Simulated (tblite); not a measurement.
Compound: C5H11P.
Cartesian coordinates in Å at the GFN2-xTB level; atoms count from 1:
```
atom  x, y, z in Å
C1     2.6835   -0.6109    0.3798
C2     1.9032    0.6177    0.0637
C3     0.6906    0.6327   -0.4753
P4    -0.2404   -0.8322   -1.0234
C5    -1.9587   -0.1435   -0.8289
C6    -2.2882    0.3436    0.5752
H7     3.6752   -0.5472   -0.0665
H8     2.8119   -0.7144    1.4579
H9     2.1808   -1.4954   -0.0069
H10    2.3878    1.5541    0.3167
H11    0.2190    1.5789   -0.7176
H12   -0.2367   -1.4954    0.2108
H13   -2.6529   -0.9352   -1.1253
H14   -2.0654    0.6677   -1.5562
H15   -1.6051    1.1324    0.8838
H16   -3.3049    0.7325    0.6121
H17   -2.2066   -0.4734    1.2903
```

Calculated harmonic vibrations of the isolated species, GFN2-xTB (tblite), most abundant isotopes, no scaling. Against measured fundamentals such values can be off by several per cent, at times by over 20. Modes of hydrogen on phosphorus can be 10 to 20 % off. One conformer, not necessarily the lowest.

Harmonic wavenumbers (cm⁻¹): 36.2, 97.0, 111.9, 160.6, 202.0, 242.1, 316.3, 369.4, 520.9, 667.3, 694.9, 707.7, 761.8, 853.9, 865.3, 910.3, 978.6, 1013.1, 1024.0, 1036.5, 1070.7, 1077.9, 1218.4, 1229.4, 1270.5, 1310.6, 1397.1, 1411.2, 1454.5, 1467.6, 1476.5, 1495.8, 1498.9, 1679.2, 2236.3, 2936.1, 2955.9, 2991.1, 3009.8, 3010.6, 3013.9, 3019.0, 3022.0, 3031.1, 3035.3.

A = 5446, B = 1491, C = 1345 MHz; mass 102.060 u (most abundant isotopes); point group C1, symmetry number 1.

What is the zero-point energy?

Half the sum of the wavenumbers: 31445 cm⁻¹ = 89.90 kcal/mol.

Give the ideal-gas entropy at 500 K and 1 bar in the rigid-rotor, harmonic-oscillator model (classical rotation).

Translation 42.37, rotation 29.32, vibration 40.37: S = 112.1 cal/(mol K).

And Cp and H(500 K) − H(0)?

Cp = 47.80 cal/(mol K), of which vibrations give 39.85 (their classical limit is 45 R = 89.4); H(500 K) − H(0) = 14.16 kcal/mol without the zero-point energy, 10.18 from vibrations.

What must be added to the electronic energy to get the Gibbs energy at 500 K and 1 bar?

ZPE + [H(500 K) − H(0)] − T·S = 89.90 + 14.16 − 56.03 = 48.03 kcal/mol.

Blend soft modes into free rotors: weight 1/[1 + (100 cm⁻¹/ν̃)⁴] for the oscillator and the rest for a rotor with moment μB/(μ + B), μ = h/(8π²ν), B = 10⁻⁴⁴ kg m². What vibrational entropy results?

37.21 cal/(mol K) in place of 40.37, which changes −T·S at 500 K by +1.58 kcal/mol.

Which modes carry the vibrational entropy at 500 K?

36.2 cm⁻¹: 6.48; 97.0 cm⁻¹: 4.53; 111.9 cm⁻¹: 4.25; 160.6 cm⁻¹: 3.54; 202.0 cm⁻¹: 3.09; 242.1 cm⁻¹: 2.75 cal/(mol K); the other 39 give 15.74 together.

Hindered rotation and anharmonicity are outside this model. Other conformers, if any are populated, would add a mixing term that is left out. The structure is chiral; the term R ln 2 for an equal mix with its mirror image is left out.

On an Arm Neoverse V2 with one thread (shared host), this took 0.36 s wall. This covers the Hessian and the dipole derivatives.
